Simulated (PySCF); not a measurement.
# PNH₂: singlet, from a trigonal pyramidal start

Where does singlet PNH₂ go from a trigonal pyramidal start, is the end point a minimum, and what are its modes, charges and moments?

Method: PBE0, basis P def2-TZVP, N def2-TZVP, H def2-TZVP, no relativity, density fitting; program: PySCF 2.14.0.

## Step 1: Where the work starts

4 atoms, charge 0, spin multiplicity 1.

Bond lengths: P1–N2 1.620 Å, P1–H3 1.430 Å, P1–H4 1.430 Å. Angles: N2–P1–H3 99.8°, N2–P1–H4 99.8°, H3–P1–H4 99.8°.

```xyz
4
charge 0 multiplicity 1
P     0.0000   -0.4739    0.0000
N     0.1304    1.1408    0.0000
H    -0.9057   -0.6438   -1.0934
H    -0.9057   -0.6438    1.0935
```

## Step 2: First SCF at the start

The steps below are one call of a driver around PySCF. For each, scf.py gives the equivalent set-up of the SCF; relaxations use the driver's own optimiser. After this first run the driver tries any further starts and a stability analysis.

File scf.py:

```python
from pyscf import gto, scf, dft
mol = gto.M(atom='''
P      0.000000    -0.473870    -0.000000
N      0.130370     1.140830     0.000010
H     -0.905710    -0.643810    -1.093440
H     -0.905730    -0.643820     1.093470''',
    basis={'P': 'def2-TZVP', 'N': 'def2-TZVP', 'H': 'def2-TZVP'},
    charge=0, spin=0)
mf = dft.RKS(mol, xc='PBE0')
mf.grids.atom_grid = (50, 194)
aux = {'P': 'def2-universal-JKFIT', 'N': 'def2-universal-JKFIT', 'H': 'def2-universal-JKFIT'}
mf = mf.density_fit(auxbasis=aux)
mf.conv_tol = 1e-08
mf.diis_space = 10
mf.max_cycle = 60
mf.init_guess = 'minao'
mf.verbose = 4
mf.kernel()
```

Run with:

```bash
OMP_NUM_THREADS=2 python axn.py task.json out
```

What it wrote:

```text
init E= -396.993724589698
  HOMO = -0.252468171789598  LUMO = -0.199580242109558  gap/eV = 1.43915
cycle= 1 E= -396.915322373833  delta_E= 0.0784  |g|=  0.5  |ddm|= 1.58
  HOMO = -0.130963247137153  LUMO = -0.0764458526625198  gap/eV = 1.48349
cycle= 2 E= -396.463490452109  delta_E= 0.452  |g|= 1.33  |ddm|= 1.61
  HOMO = -0.242358019169757  LUMO = -0.151090270415491  gap/eV = 2.48352
cycle= 3 E= -396.993066547264  delta_E= -0.53  |g|= 0.087  |ddm|= 1.24
  HOMO = -0.247787889021005  LUMO = -0.143784969252277  gap/eV = 2.83006
cycle= 4 E= -396.995005448829  delta_E= -0.00194  |g|= 0.0309  |ddm|= 0.071
  HOMO = -0.251768657255873  LUMO = -0.146793978237106  gap/eV = 2.85651
cycle= 5 E= -396.995235744672  delta_E= -0.00023  |g|= 0.0107  |ddm|= 0.0234
  HOMO = -0.252211124393689  LUMO = -0.146536723999702  gap/eV = 2.87555
cycle= 6 E= -396.995268679762  delta_E= -3.29e-05  |g|= 0.00196  |ddm|= 0.00929
  HOMO = -0.252410923450888  LUMO = -0.146656809410871  gap/eV = 2.87772
cycle= 7 E= -396.995269789592  delta_E= -1.11e-06  |g|= 0.000246  |ddm|= 0.00144
  HOMO = -0.252460120884496  LUMO = -0.1466961113249  gap/eV = 2.87799
cycle= 8 E= -396.995269817858  delta_E= -2.83e-08  |g|= 6.68e-05  |ddm|= 0.000375
  HOMO = -0.252452790499191  LUMO = -0.146687986987637  gap/eV = 2.87801
cycle= 9 E= -396.995269820308  delta_E= -2.45e-09  |g|= 2.02e-05  |ddm|= 0.000118
  HOMO = -0.252457644774989  LUMO = -0.146691095621879  gap/eV = 2.87805
Extra cycle  E= -396.995269820418  delta_E= -1.11e-10  |g|= 1.82e-05  |ddm|= 3.19e-05
converged SCF energy = -396.995269820418
```

This step, with its further starts and checks, ran for 1.9 s (2 threads of Arm Neoverse V2, shared host).

The test of internal stability found no lower closed-shell solution.

## Step 3: Relaxing the singlet from the trigonal pyramidal start

The program finds Cs symmetry in the start, which this walk keeps. The walk stops when the largest gradient is under 0.0003 Eh/bohr and the energy has settled too.

scf.py, as its differences from that of step 2:

```diff
@@ -3,4 +3,4 @@
-P      0.000000    -0.473870    -0.000000
-N      0.130370     1.140830     0.000010
-H     -0.905710    -0.643810    -1.093440
-H     -0.905730    -0.643820     1.093470''',
+P      0.000001    -0.473868    -0.000001
+N      0.130371     1.140832     0.000001
+H     -0.905719    -0.643811    -1.093456
+H     -0.905719    -0.643814     1.093454''',
@@ -16 +15,0 @@
-mf.init_guess = 'minao'
```

Steps of the walk:

| step | energy (Eh) | change (kJ/mol) | largest symmetric gradient (Eh/bohr) |
| --- | --- | --- | --- |
| 0 | -396.995270 | 0.00 | 0.06079 |
| 1 | -397.015973 | -54.36 | 0.04937 |
| 2 | -397.030434 | -92.32 | 0.04680 |
| 3 | -397.032309 | -97.25 | 0.04493 |
| 4 | -397.036299 | -107.72 | 0.01702 |
| 5 | -397.036995 | -109.55 | 0.00582 |
| 6 | -397.037115 | -109.86 | 0.00070 |
| 7 | -397.037118 | -109.87 | 0.00008 |

The walk took 5.5 s.

Positions (Å) and forces (eV/Å) along the way:

```
step 0
P    0.000  -0.474   0.000  -1.510   3.126   0.000
N    0.130   1.141   0.000   0.813  -1.580   0.000
H   -0.906  -0.644  -1.093   0.349  -0.773  -0.068
H   -0.906  -0.644   1.093   0.349  -0.773   0.069
step 1
P   -0.107  -0.357   0.000  -1.124   2.539   0.000
N    0.222   1.179   0.000   0.374  -1.524   0.000
H   -0.898  -0.721  -1.144   0.375  -0.507   0.298
H   -0.898  -0.721   1.144   0.375  -0.507  -0.298
step 4
P   -0.345  -0.153   0.000   0.118   0.875   0.000
N    0.370   1.183   0.000  -0.160  -0.556   0.000
H   -0.853  -0.825  -1.141   0.021  -0.159   0.075
H   -0.853  -0.825   1.141   0.021  -0.159  -0.075
step 7
P   -0.390  -0.107   0.000   0.001   0.004   0.000
N    0.394   1.177   0.000   0.000  -0.001   0.000
H   -0.842  -0.846  -1.124  -0.001  -0.002  -0.003
H   -0.842  -0.846   1.124  -0.001  -0.002   0.003
```

It settles in C2v symmetry, 109.9 kJ/mol below the start, after 7 steps: P–H 1.419 Å (×2), P–N 1.504 Å; H–P–H 104.8°, H–P–N 127.6° (×2).

## Step 4: Vibrations and properties at this point

The point is checked on the finer grid, and tightened if its gradient asks for it. The Hessian and the dipole derivatives come from central differences of analytic gradients, with steps of 0.02 bohr.

scf.py, as its differences from that of step 3:

```diff
@@ -3,4 +3,4 @@
-P      0.000001    -0.473868    -0.000001
-N      0.130371     1.140832     0.000001
-H     -0.905719    -0.643811    -1.093456
-H     -0.905719    -0.643814     1.093454''',
+P     -0.214312    -0.350719    -0.000000
+N      0.569958     0.932732     0.000001
+H     -0.665976    -1.089864    -1.124508
+H     -0.665976    -1.089866     1.124506''',
@@ -10 +10 @@
-mf.grids.atom_grid = (50, 194)
+mf.grids.atom_grid = (75, 302)
@@ -13 +13 @@
-mf.conv_tol = 1e-08
+mf.conv_tol = 1e-10
```

This SCF starts from the last density.

Log of the central SCF (cycles and frontier levels):

```text
init E= -397.037129208678
  HOMO = -0.267703443541897  LUMO = -0.0908160548698085  gap/eV = 4.81335
cycle= 1 E= -397.037129208639  delta_E= 3.9e-11  |g|= 1.38e-05  |ddm|= 1.27e-05
  HOMO = -0.267698931947681  LUMO = -0.0908139487064901  gap/eV = 4.81329
cycle= 2 E= -397.037129208319  delta_E= 3.21e-10  |g|= 3.85e-05  |ddm|= 3.5e-05
  HOMO = -0.267702073746264  LUMO = -0.0908153343622935  gap/eV = 4.81333
cycle= 3 E= -397.037129208686  delta_E= -3.67e-10  |g|= 5.17e-07  |ddm|= 2.57e-05
  HOMO = -0.267702152525789  LUMO = -0.0908154082946204  gap/eV = 4.81333
cycle= 4 E= -397.037129208686  delta_E= -8.53e-13  |g|= 5.93e-09  |ddm|= 4.59e-07
  HOMO = -0.267702151889576  LUMO = -0.090815408488055  gap/eV = 4.81333
Extra cycle  E= -397.037129208685  delta_E= 1.59e-12  |g|= 8.47e-09  |ddm|= 1.3e-08
converged SCF energy = -397.037129208685
```

The whole step took 17 s.

Geometry: C2v; P–H 1.419 Å (×2), P–N 1.504 Å; H–P–H 104.8°, H–P–N 127.6° (×2).

Harmonic modes (main isotopes):

| symmetry | ω (cm⁻¹) | IR (km/mol) | μ (u) | type |
| --- | --- | --- | --- | --- |
| b1 | 519 | 4.6 | 1.21 | bend |
| b2 | 720 | 5.0 | 1.26 | bend |
| a1 | 1177 | 26.3 | 1.09 | bend |
| a1 | 1297 | 2.2 | 8.77 | mixed |
| a1 | 2368 | 21.6 | 1.03 | stretch |
| b2 | 2382 | 87.3 | 1.05 | stretch |

All wavenumbers are real: a minimum.

Constants and moments:

* Dipole moment: 4.12 D
* Highest occupied level: -7.28 eV
* Lowest empty level: -2.47 eV
* Rotational constants: 6.614, 0.6676, 0.6064 cm⁻¹
* Zero-point energy: 50.6 kJ/mol
* Principal polarisabilities: 20.0, 28.3, 41.3 bohr³
* Atomisation energy without zero-point energy: 935 kJ/mol
* Principal traceless quadrupole moments about the centre of mass: -2.33, 1.14, 1.19 D Å
* Entropy at 298.15 K and 1 bar: 234.8 J/(mol K)
* Heat capacity Cp at 298.15 K: 43.2 J/(mol K)
* Enthalpy at 298.15 K above 0 K: 10.82 kJ/mol
* Rotational symmetry number: 2

Charges (e) and bond orders:

```tsv
atom	Mulliken	Löwdin	polar tensor	Mayer order to P1
P1	0.22	0.40	0.48	–
N2	-0.38	-0.40	-0.34	2.59
H3,4	0.08	0.00	-0.07	0.84
```

Outer orbital energies (eV). occupied: -130.54, -130.51, -23.35, -17.02, -12.66, -9.51, -9.13, -7.28; empty: -2.47, -0.51, 0.96, 2.77.

Mulliken populations on P1: s 5.42, p 8.94, d 0.40, f 0.02.

## Step 5: Outcome

| quantity | value |
| --- | --- |
| minimum | singlet, C2v |
| geometry | P–H 1.419 Å (×2), P–N 1.504 Å; H–P–H 104.8°, H–P–N 127.6° (×2) |
| wavenumbers (cm⁻¹) | 519 (b1), 720 (b2), 1177 (a1), 1297 (a1), 2368 (a1), 2382 (b2) |
| dipole moment | 4.12 D |
| highest occupied, lowest empty level | -7.28, -2.47 eV |
| polar-tensor charge of P1 | +0.48 e |
| zero-point energy | 50.6 kJ/mol |
| entropy at 298.15 K | 234.8 J/(mol K) |
| atomisation energy (no zero-point energy) | 935 kJ/mol |

**Reading.** The trigonal pyramidal start (Cs) ends in a minimum of C2v symmetry. The strongest infrared band lies at 2382 cm⁻¹ (b2, stretch). Other starts or spin states, not run here, may lie lower.

The search up to here took 24 s.
